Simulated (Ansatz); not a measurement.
The same path of CH4BS (7 atoms, charge 0, multiplicity 2) was run 3 times with different band settings. The coordinate that changes most is the dihedral B1–S2–C3–H5.

Theory: Ansatz 0.2.0, UKS B3LYP-D4/def2-SVP.

Relaxed end points:

```xyz
7
Properties=species:S:1:pos:R:3
B -1.723 -0.352 -0.351
S -0.271 -0.936 0.409
C 1.001 0.369 0.118
H -2.778 -0.924 -0.380
H 1.225 0.441 -0.955
H 0.643 1.336 0.494
H 1.903 0.065 0.666
```

```xyz
7
Properties=species:S:1:pos:R:3
B -1.162 -1.281 -0.472
S -0.901 0.109 0.541
C 0.810 0.687 0.159
H -2.164 -1.942 -0.510
H 0.917 0.861 -0.919
H 0.961 1.627 0.707
H 1.540 -0.060 0.495
```

Common settings: spring 5.0 eV/Å²; start path IDPP; force threshold 0.05 eV/Å; iteration limit 60; end points relaxed.

| run | movable images | climbing image | optimiser | largest step |
| --- | --- | --- | --- | --- |
| 1 | 5 | yes | quadratic models (default) | default |
| 2 | 5 | yes | fire | 0.5 Å |
| 3 | 8 | no | quadratic models (default) | default |

(1) What does each run give, and how far can it be trusted?

Answers

(1) Run 1: converged after 4 iterations, highest image 0.001 eV above the first end. The top lies less than 8 meV above the higher end, about what the thresholds resolve: that end is a shoulder or a very shallow well. A vibrational analysis at the climbing image gives no mode beyond 40i cm⁻¹: the surface is too flat there to confirm a saddle point.
Run 2: converged after 31 iterations, highest image 0.002 eV above the first end. The top lies less than 8 meV above the higher end, about what the thresholds resolve: that end is a shoulder or a very shallow well. Another band between the same ends (5 images) ends at a top of the same energy, where a vibrational analysis finds no clearly imaginary modes.
Run 3: converged after 4 iterations, highest image 0.000 eV above the first end. The top lies less than 8 meV above the higher end, about what the thresholds resolve: that end is a shoulder or a very shallow well. No image climbed, so the highest image needn't sit at the top of the path.
